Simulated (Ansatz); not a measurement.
Energy needed to pull apart CF2 (SMILES F[C]F), singlet, into free ground-state atoms, from the structure below (displaced at random from a GFN2-xTB minimum); no zero-point or spin–orbit terms; open-shell atoms are treated unrestricted, in their ground-state multiplicity.

```
3
angstrom
F 0.5263 1.0343 0.2053
C 0.2898 -0.3174 0.1690
F -0.8039 -0.8045 -0.6097
```

Ansatz 0.2.0; basis: def2-TZVPP; cores frozen in the correlated methods.

```
      method  atomization energy (kJ/mol)
      PBE-D4                            ?
   r2SCAN-D4                         1011
     PBE0-D4                          998
CAM-B3LYP-D4                         1002
     wB97X-V                         1006
     wB97M-V                            ?
          HF                          543
         MP2                         1021
        CCSD                          923
     CCSD(T)                          967
```

Task: What does PBE-D4 give? (An estimate is asked for; the value comes from the calculation.)

Result: By the calculation: 1100 kJ/mol, which is about 133 kJ/mol more than CCSD(T)/def2-TZVPP.

Task: What does wB97M-V give? (To be estimated.)

Result: The calculation gives: 1013 kJ/mol, which is about 47 kJ/mol more than CCSD(T)/def2-TZVPP.

In triple zeta the MP2 and coupled-cluster atomization energies are still short of their basis limit by a few kcal/mol a bond, whereas those of the functionals are nearly converged, so these differences are not deviations from converged CCSD(T).

T1 diagnostic: at most 0.022. The restricted Hartree–Fock reference is unstable towards an unrestricted one here.

For scale, one of the runs: CCSD(T)/def2-TZVPP forces, 93 basis functions (an equivalent command: `ansatz run in.yaml --threads 4`). The run took about 6.5 s on 4 CPU threads (shared host).
